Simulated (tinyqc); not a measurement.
Worked calculation: extended Hueckel theory, for LiF. One step of it, computed by the program tinyqc.

Question. Wolfsberg-Helmholz matrix. H_ij = K' S_ij (H_ii + H_jj)/2 for i != j (the diagonal keeps H_ii), with K' = 1.75.

overlap S, lower triangle:
```
            1Li 2s   1Li 2px   1Li 2py    1Li 2pz     2F 2s    2F 2px    2F 2py    2F 2pz
1Li 2s    1.000000
1Li 2px   0.000000  1.000000
1Li 2py   0.000000  0.000000  1.000000
1Li 2pz   0.000000  0.000000  0.000000   1.000000
2F 2s     0.296902  0.000000  0.000000   0.431580  1.000000
2F 2px    0.000000  0.160645  0.000000   0.000000  0.000000  1.000000
2F 2py    0.000000  0.000000  0.160645   0.000000  0.000000  0.000000  1.000000
2F 2pz   -0.064761  0.000000  0.000000  -0.051181  0.000000  0.000000  0.000000  1.000000
```

diagonal H_ii (eV): 1Li 2s -5.400000, 1Li 2px -3.500000, 1Li 2py -3.500000, 1Li 2pz -3.500000, 2F 2s -40.000000, 2F 2px -18.100000, 2F 2py -18.100000, 2F 2pz -18.100000

K = 1.750000

Give: H.

Answer.

H (eV), lower triangle:
```
          1Li 2s  1Li 2px  1Li 2py  1Li 2pz    2F 2s   2F 2px   2F 2py   2F 2pz
1Li 2s    -5.400
1Li 2px    0.000   -3.500
1Li 2py    0.000    0.000   -3.500
1Li 2pz    0.000    0.000    0.000   -3.500
2F 2s    -11.794    0.000    0.000  -16.427  -40.000
2F 2px     0.000   -3.036    0.000    0.000    0.000  -18.100
2F 2py     0.000    0.000   -3.036    0.000    0.000    0.000  -18.100
2F 2pz     1.332    0.000    0.000    0.967    0.000    0.000    0.000  -18.100
```
